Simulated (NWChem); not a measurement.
# Total energies of acetamide (C$_{2}$H$_{5}$NO)

```
C
O 1 1.2158
N 1 1.3688 2 122.28
H 3 1.0106 1 122.82 2 179.25
H 3 1.0131 4 118.94 1 177.90
C 1 1.5228 2 122.89 3 178.90
H 6 1.0968 1 108.68 2 15.26
H 6 1.1015 7 109.67 1 -122.85
H 6 1.1027 7 108.59 8 -117.65
```
Charge 0, spin multiplicity 1.

Program: NWChem. Structure: optimised with B3LYP/def2-SVP, a minimum by its harmonic frequencies. It is one conformer; others weren't searched.

Basis set: def2-SVP (81 functions).

```json
[
 {"method": "RHF", "total energy (Ha)": "-207.82276"},
 {"method": "MP2", "total energy (Ha)": "-208.44581"},
 {"method": "B2PLYP", "total energy (Ha)": "-208.84925"},
 {"method": "PBE", "total energy (Ha)": "-208.81473"},
 {"method": "B3LYP", "total energy (Ha)": "-209.06319"},
 {"method": "BHandHLYP", "total energy (Ha)": "-208.93789"},
 {"method": "CCSD(T)", "total energy (Ha)": "-208.49721"}
]
```

Total energies of different functionals aren't comparable as a measure of quality: only differences taken within one method are. 

The correlated methods keep 4 core orbitals frozen. B3LYP has NWChem's definition, with VWN1-RPA local correlation. No row is a measurement; the coupled-cluster row has its own basis-set and correlation limits.
